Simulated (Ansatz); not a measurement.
# C3H4N2: how energies converge with the basis set

How large a basis does C3H4N2 need? Two functionals are run in growing sets.

Program: Ansatz 0.2.0, Gaussian basis. Level of theory: one geometry, several basis sets. These are calculated values, not measurements.

Plan: PBE0-D4/def2-SVP; ωB97M-V/def2-SVP; PBE0-D4/def2-QZVPP; ωB97M-V/def2-QZVPP; the functionals' def2-TZVPP values are taken from earlier runs.

## Step 1: The relaxed structure

All runs share one geometry, relaxed beforehand with PBE0-D4 in a triple-zeta def2 set.

SMILES `CN=C=C=N`, 9 atoms, charge 0, spin multiplicity 1.

Atoms are counted from 1 here; the program's logs count them from 0.

Bond lengths: C1–N2 1.448 Å, C1–H6 1.094 Å, C1–H7 1.093 Å, C1–H8 1.093 Å, N2–C3 1.235 Å, C3–C4 1.285 Å, C4–N5 1.238 Å, N5–H9 1.023 Å. Angles: N2–C1–H6 113.8°, N2–C1–H7 108.1°, N2–C1–H8 108.1°, H6–C1–H7 109.9°, H6–C1–H8 109.9°, H7–C1–H8 106.8°, C1–N2–C3 120.0°, N2–C3–C4 163.3°, C3–C4–N5 163.2°, C4–N5–H9 112.7°.

## Step 2: PBE0-D4 in def2-SVP

File in.yaml:

```yaml
crystal:
  periodic: [false, false, false]
  atoms:
    - {symbol: C, position_ang: [0.513219, -1.615783, -0.644329]}
    - {symbol: N, position_ang: [0.904885, -0.410403, 0.055827]}
    - {symbol: C, position_ang: [0.076452, 0.483641, 0.255561]}
    - {symbol: C, position_ang: [-0.491373, 1.575263, 0.626404]}
    - {symbol: N, position_ang: [-1.324006, 2.470035, 0.825394]}
    - {symbol: H, position_ang: [-0.536745, -1.626777, -0.950194]}
    - {symbol: H, position_ang: [0.720524, -2.468932, 0.006640]}
    - {symbol: H, position_ang: [1.157469, -1.723896, -1.520577]}
    - {symbol: H, position_ang: [-0.931926, 3.270553, 1.328173]}
basis:
  gaussian: {orbitals: def2-SVP}
hamiltonian: {xc: pbe0, dispersion: d4}
output: {orbitals: {seedname: orbitals}}
```

Launch:

```sh
ansatz run in.yaml --threads 2 --pin off --events-out ev --progress --plain --max-ram 4352MiB
```

Output:

```text
Functional definition: PBE0
  name "PBE0"
  cite "Adamo & Barone, J. Chem. Phys. 110, 6158 (1999) doi:10.1063/1.478522"
  cite "Perdew, Burke & Ernzerhof, Phys. Rev. Lett. 77, 3865 (1996) doi:10.1103/PhysRevLett.77.3865"
  parent pbe
  parameter a = 0.25
  parameter kappa = 0.804
  parameter beta = 0.06672455060314922
  exchange = (1 - a)*pbe_x(kappa = kappa, mu = beta*pi^2/3) + a*exact_x
  correlation = pbe_c(beta = beta)
1050 factors; their error is unknown
mean field evaluation 1: about -6136.8967 eV, gradient 4.3e1 eV
mean field evaluation 2: about -6136.2976 eV, gradient 4.7e1 eV
mean field evaluation 4: about -6141.1898 eV, gradient 1.7e0 eV
mean field evaluation 8: about -6141.1948 eV, gradient 5.4e-2 eV
mean field evaluation 16: about -6141.1848 eV, gradient 3.2e-5 eV
mean field -6141.18480686 eV, -225.6843790074 hartree, gradient 3.2e-5 eV, S^2 0.000000; 0 other end points of the search recorded, 0 dependent functions left out
reference -6141.18483038 eV, -225.6843798720 hartree; 18, 18 occupied and 72, 72 virtual orbitals, 1050 factors
Total energy: -6141.30285129 eV, -225.6887170602 hartree
```

Wall time 1.1 s (2 threads of Arm Neoverse V1, shared host).

## Step 3: ωB97M-V in def2-SVP

Changes to in.yaml since step 2:

```diff
@@ -14,3 +14,3 @@
   gaussian: {orbitals: def2-SVP}
-hamiltonian: {xc: pbe0, dispersion: d4}
+hamiltonian: {xc: {name: wB97M-V}}
 output: {orbitals: {seedname: orbitals}}
```

Same command.

Output, shortened:

```text
Functional definition: wB97M-V
  name "wB97M-V"
  cite "Mardirossian & Head-Gordon, J. Chem. Phys. 144, 214110 (2016) doi:10.1063/1.4952647"
  cite "Becke, J. Chem. Phys. 107, 8554 (1997) doi:10.1063/1.475007"
  cite "Vydrov & Van Voorhis, J. Chem. Phys. 133, 244103 (2010) doi:10.1063/1.3521275"
  # Of w^i u^j: cxij and so on, Table III.
[...]
  gx(w, u) = 1 - cx + cx01*u + cx10*w
  gss(w, u) = css00 + css04*u^4 + css10*w + css20*w^2 + css43*w^4*u^3
  gos(w, u) = cos00 + cos10*w + (cos20 + cos21*u)*w^2 + (cos60 + cos61*u)*w^6
[...]
      + integral(e_c_pw_mod_opposite_spin*gos(b97_w_opposite, b97_u_opposite)) + vv10(b, c)
1050 factors; their error is unknown
230 factors; integrals over basis functions are off by at most 1.1e-5 eV
[...]
mean field -6145.83380848 eV, -225.8552266657 hartree, gradient 5.6e-5 eV, S^2 0.000000; 0 other end points of the search recorded, 0 dependent functions left out
reference -6145.83384401 eV, -225.8552279716 hartree; 18, 18 occupied and 72, 72 virtual orbitals, 1050 factors
Total energy: -6145.83384401 eV, -225.8552279716 hartree
```

It took 4.6 s on 2 threads of Arm Neoverse V1, shared host.

## Step 4: PBE0-D4 in def2-QZVPP

Changes to in.yaml since step 3:

```diff
@@ -13,4 +13,4 @@
 basis:
-  gaussian: {orbitals: def2-SVP}
-hamiltonian: {xc: {name: wB97M-V}}
+  gaussian: {orbitals: "def2-QZVPP.json"}
+hamiltonian: {xc: pbe0, dispersion: d4}
 output: {orbitals: {seedname: orbitals}}
```

Launched as before.

Output:

```text
Functional definition: PBE0
  name "PBE0"
  cite "Adamo & Barone, J. Chem. Phys. 110, 6158 (1999) doi:10.1063/1.478522"
  cite "Perdew, Burke & Ernzerhof, Phys. Rev. Lett. 77, 3865 (1996) doi:10.1103/PhysRevLett.77.3865"
  parent pbe
  parameter a = 0.25
  parameter kappa = 0.804
  parameter beta = 0.06672455060314922
  exchange = (1 - a)*pbe_x(kappa = kappa, mu = beta*pi^2/3) + a*exact_x
  correlation = pbe_c(beta = beta)
1107 factors; their error is unknown
mean field evaluation 1: about -6141.5595 eV, gradient 5.7e1 eV
mean field evaluation 2: about -6140.1483 eV, gradient 6.2e1 eV
mean field evaluation 4: about -6148.3758 eV, gradient 3.7e0 eV
mean field evaluation 8: about -6148.4042 eV, gradient 1.9e-1 eV
mean field evaluation 16: about -6148.4078 eV, gradient 1.3e-4 eV
mean field -6148.40779202 eV, -225.9498188162 hartree, gradient 1.6e-5 eV, S^2 0.000000; 0 other end points of the search recorded, 0 dependent functions left out
reference -6148.40782881 eV, -225.9498201684 hartree; 18, 18 occupied and 387, 387 virtual orbitals, 1107 factors
Total energy: -6148.52584972 eV, -225.9541573566 hartree
```

It took 7.5 s on 2 threads of Arm Neoverse V1, shared host; peak memory 0.94 GiB.

## Step 5: ωB97M-V in def2-QZVPP

Changes to in.yaml since step 4:

```diff
@@ -14,3 +14,3 @@
   gaussian: {orbitals: "def2-QZVPP.json"}
-hamiltonian: {xc: pbe0, dispersion: d4}
+hamiltonian: {xc: {name: wB97M-V}}
 output: {orbitals: {seedname: orbitals}}
```

The command is unchanged.

Output, shortened:

```text
Functional definition: wB97M-V
  name "wB97M-V"
  cite "Mardirossian & Head-Gordon, J. Chem. Phys. 144, 214110 (2016) doi:10.1063/1.4952647"
  cite "Becke, J. Chem. Phys. 107, 8554 (1997) doi:10.1063/1.475007"
  cite "Vydrov & Van Voorhis, J. Chem. Phys. 133, 244103 (2010) doi:10.1063/1.3521275"
  # Of w^i u^j: cxij and so on, Table III.
[...]
  gx(w, u) = 1 - cx + cx01*u + cx10*w
  gss(w, u) = css00 + css04*u^4 + css10*w + css20*w^2 + css43*w^4*u^3
  gos(w, u) = cos00 + cos10*w + (cos20 + cos21*u)*w^2 + (cos60 + cos61*u)*w^6
[...]
      + integral(e_c_pw_mod_opposite_spin*gos(b97_w_opposite, b97_u_opposite)) + vv10(b, c)
1107 factors; their error is unknown
299 factors; integrals over basis functions are off by at most 9.8e-6 eV
[...]
mean field -6153.30951365 eV, -226.1299537638 hartree, gradient 8.3e-5 eV, S^2 0.000000; 0 other end points of the search recorded, 0 dependent functions left out
reference -6153.30957074 eV, -226.1299558616 hartree; 18, 18 occupied and 387, 387 virtual orbitals, 1107 factors
Total energy: -6153.30957074 eV, -226.1299558616 hartree
```

It took 19 s on 2 threads of Arm Neoverse V1, shared host; peak memory 1.1 GiB.

## Step 6: Functionals by basis

The def2-TZVPP values come from earlier runs at the same geometry.

| functional | basis | functions | energy (eV) | from the largest (eV) | HOMO (eV) | LUMO (eV) |
| --- | --- | --- | --- | --- | --- | --- |
| PBE0-D4 | def2-SVP | 90 | -6141.3029 | 7.223 | -5.91 | -2.30 |
| PBE0-D4 | def2-TZVPP | 211 | -6148.1926 | 0.333 | -6.08 | -2.46 |
| PBE0-D4 | def2-QZVPP | 405 | -6148.5258 | 0.000 | -6.12 | -2.51 |
| ωB97M-V | def2-SVP | 90 | -6145.8338 | 7.476 | -8.05 | -0.03 |
| ωB97M-V | def2-TZVPP | 211 | -6152.9981 | 0.311 | -8.25 | -0.25 |
| ωB97M-V | def2-QZVPP | 405 | -6153.3096 | 0.000 | -8.29 | -0.31 |

## Step 7: Outcome

```
                                       quantity          value
PBE0-D4: double and triple zeta above quadruple  7.22, 0.33 eV
ωB97M-V: double and triple zeta above quadruple  7.48, 0.31 eV
```

What this shows: PBE0-D4 gains 6.89 eV from double to triple zeta, then 0.33 eV more. Total energies overstate the basis error of differences, where much of it tends to cancel.

For PBE0-D4 the largest set took about 7 times as long as the smallest (7.5 s against 1.1 s).
